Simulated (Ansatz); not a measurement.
Relaxation of ClH4NSi (7 atoms, charge 0, multiplicity 1), to a largest force component of 0.03 eV/Å in at most 50 steps.

The calculation used RKS PBE-D4/cc-pVDZ (Ansatz 0.2.0).

```xyz
7
Properties=species:S:1:pos:R:3
Si 0.067 0.173 -0.815
N 1.475 -0.152 1.821
H 0.562 -0.626 1.877
H 1.313 0.863 1.753
H 1.954 -0.470 0.951
H -0.826 1.183 -0.028
Cl -1.187 -1.518 -0.396
```

Problem. Where does it end, and by what steps?

Solution. It converged. The force dipped under the threshold on the way, but the program's further checks kept it going. After 17 steps the energy has fallen by 0.911 eV; N2 moved furthest, 0.70 Å. Joined: Si1–N2 (3.01 → 2.10 Å).

| step | energy less start (eV) | largest force component (eV/Å) | accepted |
| --- | --- | --- | --- |
| 0 | 0.0000 | 0.776 | yes |
| 1 | -0.0860 | 0.697 | yes |
| 2 | -0.1057 | 0.887 | yes |
| 3 | -0.1301 | 0.598 | yes |
| 4 | -0.2163 | 1.144 | yes |
| 5 | -0.4619 | 2.177 | yes |
| 6 | -0.6813 | 2.188 | yes |
| 7 | -0.8365 | 0.781 | yes |
| 8 | -0.8183 | 1.101 | no |
| 9 | -0.8881 | 0.134 | yes |
| 10 | -0.8966 | 0.092 | yes |
| 11 | -0.9054 | 0.051 | yes |
| 12 | -0.9086 | 0.021 | yes |
| 13 | -0.9016 | 0.400 | no |
| 14 | -0.9098 | 0.064 | yes |
| 15 | -0.9100 | 0.053 | yes |
| 16 | -0.9107 | 0.039 | yes |
| 17 | -0.9109 | 0.020 | yes |

```xyz
7
Properties=species:S:1:pos:R:3
Si 0.184 0.272 -0.624
N 1.121 -0.043 1.230
H 0.438 -0.505 1.853
H 1.444 0.824 1.686
H 1.931 -0.675 1.144
H -0.811 1.179 0.164
Cl -0.949 -1.598 -0.290
```

Whether the end is a true minimum wasn't checked by a vibrational analysis.

The run took 37 s on 1 thread of Arm Neoverse V1, with other jobs on the host, peak memory 0.12 GiB.
